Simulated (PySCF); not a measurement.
Compound: C3H5FS.
SMILES: `C=C(F)SC`

Vertical excitations from PySCF (density fitting, frozen core in the response, grid level 2 and gas phase unless stated; continuum runs use non-equilibrium linear response for the excitations) on a GFN2-xTB geometry. Reference run:

```json
{"settings": "PBE0/def2-SVPD, full TDDFT, 6 singlets", "S1, eV (f)": "5.05 (0.000)", "S2, eV (f)": "5.83 (0.258)", "S3, eV (f)": "5.97 (0.002)", "S4, eV (f)": "6.47 (0.002)", "S5, eV (f)": "6.91 (0.021)", "S6, eV (f)": "7.03 (0.000)", "T1, eV (Tamm–Dancoff)": "3.97", "mean α (au)": "60.5"}
```

Problem. What do these settings give: (1) OLYP/def2-TZVPP, grid level 1, TDA, 25 singlets; (2) revPBE/def2-SVPD, full TDDFT, 12 singlets?

Solution. 
```
                                       settings    S1, eV (f)    S2, eV (f)    S3, eV (f)    S4, eV (f)    S5, eV (f)    S6, eV (f)  T1, eV (Tamm–Dancoff)  mean α (au)
OLYP/def2-TZVPP, grid level 1, TDA, 25 singlets  4.61 (0.000)  5.83 (0.284)  6.07 (0.000)  6.24 (0.001)  6.66 (0.000)  6.73 (0.000)                   4.02         58.1
      revPBE/def2-SVPD, full TDDFT, 12 singlets  4.60 (0.000)  5.42 (0.207)  5.44 (0.001)  5.90 (0.004)  6.20 (0.008)  6.39 (0.001)                   3.93         62.3
```

(1) S1 moves by -0.44 eV; functional, basis and response scheme change together, so the shift can't be laid on one. (2) S1 moves by -0.45 eV (revPBE has no exact exchange, PBE0 25 % exact exchange). States are counted by energy in each run and needn't keep their character from row to row.

Problem. Give the leading configurations of S1 (H = HOMO, L = LUMO) and the HOMO–LUMO gap of each run.

Solution. 
| settings | S1 configurations (weight) | S1 (eV) | orbital gap (eV) | S1 − gap (eV) |
| --- | --- | --- | --- | --- |
| PBE0/def2-SVPD, full TDDFT, 6 singlets | H→L 0.94 | 5.05 | 6.51 | -1.46 |
| OLYP/def2-TZVPP, grid level 1, TDA, 25 singlets | H→L 1.00 | 4.61 | 4.50 | +0.11 |
| revPBE/def2-SVPD, full TDDFT, 12 singlets | H→L 0.99 | 4.60 | 4.51 | +0.09 |

Shape of the structure used: `[CH2:1]=[C:2]([F:3])[S:4][CH3:5]`: C1–C2–S4–C5 180°.

One conformer stands for the species.
